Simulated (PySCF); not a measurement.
C₃H₇, SMILES C[CH]C, multiplicity 2.

The structure is a stationary point at r2SCAN-D4/def2-TZVP. The isomer is the one that the SMILES or the coordinates give; other isomers of the formula were not compared.

Method: M06-2X/def2-TZVPD (PySCF).

Gas-phase values at a fixed geometry.

Computed frontier levels, dipole moment and polarisability:
The α spin, highest occupied and lowest empty level is -6.39 and 0.68 eV. The β spin, highest occupied and lowest empty level is -10.99 and -0.10 eV and the dipole moment comes out as 0.22 D. The quadrupole, principal values (traceless, Buckingham form, about the centre of nuclear charge) comes out as -1.15, 0.53, 0.62 D·Å, the mean static polarisability is 39.9 bohr³ (5.91 Å³) and the polarisability, principal values is 35.5, 39.1, 45.2 bohr³. The ⟨S²⟩ comes out as 0.755 (pure state 0.75).
